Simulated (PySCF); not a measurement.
**BH: relaxation and vibrations of the singlet**

Aim: relax BH as a singlet from a linear start, check by its vibrations whether the end is a minimum, and collect its spectrum and constants.

The runs use PySCF 2.14.0; B3LYP, basis B def2-TZVP, H def2-TZVP, no relativity, density fitting.

### 1 The starting structure

2 atoms, charge 0, spin multiplicity 1.

Bond lengths: B1–H2 1.228 Å.

Coordinates in bohr (charge 0 multiplicity 1):
```
B     0.0000    0.0000    0.0000
H     0.0000    0.0000    2.3206
```

### 2 First SCF at the start

The steps below are one call of a driver around PySCF. For each, scf.py gives the equivalent set-up of the SCF; relaxations use the driver's own optimiser. After this first run the driver tries any further starts and a stability analysis.

File scf.py:

```python
from pyscf import gto, scf, dft
mol = gto.M(atom='''
B      0.000000     0.000000     0.000000
H      0.000000     0.000000     1.228000''',
    basis={'B': 'def2-TZVP', 'H': 'def2-TZVP'},
    charge=0, spin=0)
mf = dft.RKS(mol, xc='B3LYP')
mf.grids.atom_grid = (50, 194)
aux = {'B': 'def2-universal-JKFIT', 'H': 'def2-universal-JKFIT'}
mf = mf.density_fit(auxbasis=aux)
mf.conv_tol = 1e-08
mf.diis_space = 10
mf.max_cycle = 60
mf.init_guess = 'minao'
mf.verbose = 4
mf.kernel()
```

The run is started by

```bash
> OMP_NUM_THREADS=1 python axn.py task.json out
```

After this run come: Relaxing the singlet from the linear start; Hessian and properties.

What does the calculation give? Wanted: minimum; geometry; wavenumbers; dipole moment; highest occupied, lowest empty level; polar-tensor charge of B1; zero-point energy; atomisation energy.

**Answer**, as computed:

| quantity | value |
| --- | --- |
| minimum | singlet, C∞v |
| geometry | B–H 1.233 Å |
| wavenumbers (cm⁻¹) | 2353 (σ+) |
| dipole moment | 1.59 D |
| highest occupied, lowest empty level | -6.52, -2.60 eV |
| polar-tensor charge of B1 | +0.03 e |
| zero-point energy | 14.1 kJ/mol |
| entropy at 298.15 K | 171.9 J/(mol K) |
| atomisation energy (no zero-point energy) | 350 kJ/mol |

What this shows: The linear start keeps its C∞v symmetry and ends in a minimum. The strongest infrared band lies at 2353 cm⁻¹ (σ+, stretch). Only this shape and spin were tried, so other structures or states may lie lower.
